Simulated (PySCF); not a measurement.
Nitrous acid, HNO₂.
Geometry (PBE0-D3(BJ)/def2-SVP, Å), atoms numbered from 1 in this order:
```
atom  x, y, z in Å
O1     1.0780   -0.6649   -0.0625
N2     0.6724    0.4412   -0.0540
O3    -0.6664    0.5283    0.0266
H4    -1.0007   -0.3950    0.0594
```

Computed at PBE0/pcSseg-1 (PySCF, non-relativistic), with Q(17O) = −0.0256 b, Q(14N) = 0.02044 b: O1, 17O (I = 5/2): χzz = 14.14 MHz, η = 0.072; N2, 14N (I = 1): χzz = -6.967 MHz, η = 0.218; O3, 17O (I = 5/2): χzz = -11.42 MHz, η = 0.416.

(1) Where would the pure quadrupole (NQR) lines of 17O at O1 fall for the rigid, isolated species?

(2) Find the zero-field quadrupole resonance frequencies of 14N at N2.

(3) Find the zero-field quadrupole resonance frequencies of 17O at O3.

Results:

(1) From the eigenvalues of H = χ/[4I(2I − 1)] × [3Iz² − I(I + 1) + η(Ix² − Iy²)], steps between neighbouring levels, labelled as for η = 0: ±1/2↔±3/2 2.132 MHz, ±3/2↔±5/2 4.237 MHz (oxygen bonded to N).

(2) From ν± = (3/4)|χ|(1 ± η/3) and ν0 = |χ|η/2: ν+ 5.606 MHz, ν− 4.846 MHz, ν0 0.760 MHz (nitrogen bonded to 2 O).

(3) From the eigenvalues of H = χ/[4I(2I − 1)] × [3Iz² − I(I + 1) + η(Ix² − Iy²)], steps between neighbouring levels, labelled as for η = 0: ±1/2↔±3/2 2.009 MHz, ±3/2↔±5/2 3.319 MHz (hydroxyl oxygen).

In a crystal, neighbours and librations shift these lines. With so small a basis the couplings can be 20 % off.

These values come from a run that also computed NMR shieldings. On one thread, AMD EPYC 7B13 (x86_64), no GPU, on a shared host, this took 2.2 s wall and 0.28 GiB of memory at its peak.
